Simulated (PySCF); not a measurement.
C5H8O.
Atom-mapped SMILES: `[CH3:1][C@H:2]1[C@@H:3]2[C@@H:4]([OH:5])[C@H:6]12` (hydrogens: H7, H8, H9 on C1; H10 on C2; H11 on C3; H12 on C4; H13 on O5; H14 on C6)

Computed by this run: PySCF, PBE0-D3(BJ)/def2-SVP geometry optimisation, gas phase; density fitting, grid level 1; the optimiser is geomeTRIC in internal coordinates, started from a GFN2-xTB structure.

Step 1: E = -7346.6876 eV
```
atom  x, y, z in Å  |  force x, y, z in eV/Å
C1     -1.6570    1.1992    0.3525   -0.136  -0.039  -0.095
C2     -0.4950    0.2794    0.6068    0.055  -0.147   0.151
C3     -0.1611   -0.7153   -0.4416    0.199  -0.252  -0.144
C4      1.2312   -1.0234   -0.0292   -0.210  -0.196   0.014
O5      1.9898   -1.6060   -1.0254    0.132   0.127   0.005
C6      0.7847    0.3966   -0.1689   -0.204   0.357   0.031
H7     -2.5965    0.6382    0.4987    0.017   0.128   0.007
H8     -1.6799    2.0648    1.0304    0.096   0.004   0.016
H9     -1.6535    1.5707   -0.6848    0.011   0.016   0.028
H10    -0.4145   -0.0626    1.6558   -0.016   0.045  -0.052
H11    -0.6588   -1.0394   -1.3584   -0.057   0.113   0.122
H12     1.4050   -1.4278    0.9878    0.035   0.023  -0.048
H13     2.9181   -1.5118   -0.7936    0.034   0.017   0.012
H14     1.1384    1.2288   -0.7816    0.045  -0.195  -0.047
```

Step 2: E = -7346.7081 eV
```
atom  x, y, z in Å  |  force x, y, z in eV/Å
C1     -1.6479    1.2077    0.3492   -0.034  -0.038  -0.031
C2     -0.5127    0.2515    0.6064   -0.020  -0.053   0.000
C3     -0.1787   -0.7555   -0.4386    0.230  -0.162  -0.085
C4      1.2177   -1.0502   -0.0259    0.006   0.223  -0.179
O5      2.0233   -1.5480   -1.0317    0.076  -0.205   0.031
C6      0.7597    0.3643   -0.1740   -0.295   0.211   0.328
H7     -2.6155    0.7040    0.5032   -0.006   0.037   0.021
H8     -1.6149    2.0732    1.0273    0.046   0.013  -0.002
H9     -1.6301    1.5818   -0.6863    0.012   0.002   0.004
H10    -0.4318   -0.0781    1.6573   -0.014   0.019  -0.008
H11    -0.6812   -1.0738   -1.3511   -0.086   0.065   0.024
H12     1.4056   -1.4544    0.9870    0.034  -0.023  -0.039
H13     2.9413   -1.4141   -0.7765   -0.025   0.009   0.014
H14     1.1160    1.1831   -0.7979    0.076  -0.100  -0.080
```

Step 3: E = -7346.7171 eV
```
atom  x, y, z in Å  |  force x, y, z in eV/Å
C1     -1.6512    1.2083    0.3492    0.050  -0.001  -0.005
C2     -0.5278    0.2363    0.6061   -0.002  -0.129  -0.060
C3     -0.1773   -0.7702   -0.4422    0.077  -0.062  -0.002
C4      1.2251   -1.0437   -0.0376   -0.018   0.026   0.046
O5      2.0439   -1.5559   -1.0275   -0.060   0.044  -0.008
C6      0.7394    0.3650   -0.1696    0.035   0.123   0.093
H7     -2.6342    0.7403    0.5088   -0.008  -0.029   0.030
H8     -1.5819    2.0713    1.0285    0.001   0.019  -0.017
H9     -1.6239    1.5864   -0.6843   -0.001  -0.008  -0.011
H10    -0.4464   -0.0878    1.6573   -0.010  -0.015   0.021
H11    -0.6860   -1.0840   -1.3511   -0.073   0.040  -0.037
H12     1.4222   -1.4471    0.9724   -0.019  -0.008   0.042
H13     2.9569   -1.4070   -0.7629   -0.018   0.005   0.003
H14     1.0920    1.1795   -0.7986    0.046  -0.006  -0.095
```

Task: Estimate the geometry and energy of step 4. (The exact step hangs on the optimiser's Hessian estimate; all steps are aligned on step 3, rigid shifts and turns removed.)

Result: E = -7346.7200 eV, largest force 0.092 eV/Å
```
atom  x, y, z in Å  |  force x, y, z in eV/Å
C1     -1.6489    1.2037    0.3500    0.007   0.019   0.015
C2     -0.5256    0.2327    0.6044   -0.053  -0.008  -0.052
C3     -0.1761   -0.7673   -0.4472    0.048  -0.019   0.012
C4      1.2218   -1.0399   -0.0351    0.023  -0.033  -0.023
O5      2.0401   -1.5540   -1.0233    0.001   0.021  -0.003
C6      0.7407    0.3698   -0.1707    0.021   0.046   0.077
H7     -2.6307    0.7357    0.5195   -0.002  -0.009   0.019
H8     -1.5744    2.0708    1.0239   -0.006   0.013  -0.017
H9     -1.6267    1.5768   -0.6856   -0.010  -0.014  -0.006
H10    -0.4434   -0.0932    1.6555   -0.005  -0.016   0.007
H11    -0.6891   -1.0740   -1.3576   -0.030   0.030   0.002
H12     1.4134   -1.4442    0.9765   -0.017   0.002   0.018
H13     2.9519   -1.4048   -0.7559    0.010  -0.003  -0.011
H14     1.0977    1.1795   -0.8057    0.013  -0.028  -0.038
```

The energy changes by -0.0028 eV. The first-order estimate −F·Δx gives -0.0045 eV and the mean of the old and new forces, exact on a quadratic surface, -0.0028 eV. The step makes an angle of 61° with the force vector and moves no atom by more than 0.012 Å.

What follows is the cost of the whole optimisation. Time: 41 s; peak memory 0.55 GiB. Hardware: one thread, Arm Neoverse V1 (aarch64), no GPU, shared host with 32 logical CPUs at a one-minute load of 10.
